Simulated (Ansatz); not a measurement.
## Changing the shape of Si₂, triplet

Calculated in Ansatz's Gaussian-basis code. Basis cc-pV(T+d)Z, nonrelativistic, no frozen core; active space CAS(4,6). Restricted Hartree–Fock, then the lowest state-specific CASSCF solution met for each case. On stretched bonds single-reference methods can fail or change state. Unlike active orbitals can shift such differences by tenths of an eV, at times by over 1 eV.

Case A: bond length 2.0341 Å.

Case B: bond length 5.1983 Å. A bond is stretched, to 2.34 times the sum of the covalent radii.

Energy less that of case A, in eV:

```
case  RHF/ROHF  CASSCF
   B    +4.607  +2.441
```

What does SC-NEVPT2 give for these differences?

B: +2.735 eV (63.1 kcal/mol).
